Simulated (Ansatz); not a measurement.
in.yaml

```yaml
crystal:
  periodic: [false, false, false]
  atoms:
    - {symbol: Cl, position_ang: [0.000000, 0.885306, 1.303423]}
    - {symbol: Ge, position_ang: [0.000000, 0.087359, -0.983890]}
    - {symbol: Si, position_ang: [0.000000, -1.343486, 0.899379]}
basis:
  gaussian: {orbitals: cc-pVDZ}
total_charge: 1
magnetization: {spin_polarized: false, initial_magnetization: 2}
correlation: {active_space: {window: {electrons: 4, orbitals: 4}, states: [{multiplicity: 3, irrep: E1u, weights: [1]}]}}
```

```sh
$ ansatz run in.yaml --threads 1 --pin off --events-out ev --progress --plain --max-ram 2393MiB
```

Question: What does the program do with this input?

Answer: Stopped by an error. The input was made wrong on purpose (irrep not in the group), so the run isn't a sound calculation of what was asked.
```
the irreps are read with x along [0.000, 1.000, 0.000], y along [0.000, 0.000, 1.000] and z along [1.000, 0.000, 0.000] of the geometry given
1263 factors; integrals over basis functions are off by at most 1.3e-7 eV
mean field evaluation 1: about -76828.5057 eV, gradient 2.2e1 eV
mean field evaluation 2: about -76828.7123 eV, gradient 2.2e1 eV
mean field evaluation 4: about -76830.6738 eV, gradient 1.6e0 eV
mean field evaluation 8: about -76830.7128 eV, gradient 2.0e-1 eV
mean field evaluation 16: about -76829.7590 eV, gradient 5.0e0 eV
mean field -76830.71526998 eV, -2823.4767084427 hartree, gradient 8.4e-6 eV, S^2 2.000000; 2 other end points of the search recorded, 0 dependent functions left out
reference -76830.71526998 eV, -2823.4767084427 hartree; 32, 30 occupied and 31, 33 virtual orbitals, 1263 factors
Error: the irrep E1u is not accepted for these orbitals, which take A', A'', or 1 to 2
```
